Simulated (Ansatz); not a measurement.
Barrier from HF (fluorane, SMILES F) + F (doublet) to the saddle point below; all geometries are those of the NHTBH38 set.
```
F
F 1 1.4804
H 1 1.6151 2 180.00
```
Charge 0, spin multiplicity 2.

Total energies in hartree (Ansatz, an electronic-structure program). Radicals and triplets start from unrestricted determinants; spin-orbit coupling is neglected. Cores are frozen in correlated methods. No relativity. The UHF reference of F2H (saddle point or complex, doublet) is spin-contaminated (<S^2> up to 0.46 over the pure value in the sets run).

```tsv
species	HF/aug-cc-pVTZ	CCSD(T)/aug-cc-pVTZ	HF/aug-cc-pVQZ	CCSD(T)/aug-cc-pVQZ	CCSD(T)/aug-cc-pVDZ	CCSDT(Q)/aug-cc-pVDZ
1: HF (fluorane, SMILES F)	-100.06114	-100.34954	-100.06863	-100.37738	-100.26356	-100.26411
2: F (doublet)	-99.40688	-99.62783	-99.41409	-99.65291	-99.55007	-99.55035
3: F2H (complex or saddle point, doublet)	-199.27179	-199.80981	-199.28625	-199.86219	-199.64467	-199.64791
```

Task: Work out the barrier height (electronic, no zero-point energy) in kcal/mol: take Hartree-Fock from aug-cc-pVQZ, extrapolate the CCSD(T) correlation energy as X^-3 (X = 3, 4), and add CCSDT(Q) - CCSD(T) in aug-cc-pVDZ. 1 hartree = 627.51 kcal/mol.

Result: 
Species 1: correlation (64·(-0.30875) - 27·(-0.28840))/37 = -0.32360; step -0.00055; E1 = -100.06863 + (-0.32360) + (-0.00055) = -100.39278
Species 2: correlation (64·(-0.23882) - 27·(-0.22095))/37 = -0.25186; step -0.00028; E2 = -99.41409 + (-0.25186) + (-0.00028) = -99.66623
Species 3: correlation (64·(-0.57594) - 27·(-0.53802))/37 = -0.60361; step -0.00324; E3 = -199.28625 + (-0.60361) + (-0.00324) = -199.89310
-1·E1 -1·E2 +1·E3 = 0.16591 hartree = 104.1 kcal/mol. Published benchmark value: 106.2 kcal/mol (Zhao et al., NHTBH38), a best estimate, not a measurement. The composite differs from it by -2.1 kcal/mol; core, relativistic and spin-orbit terms are not in it.
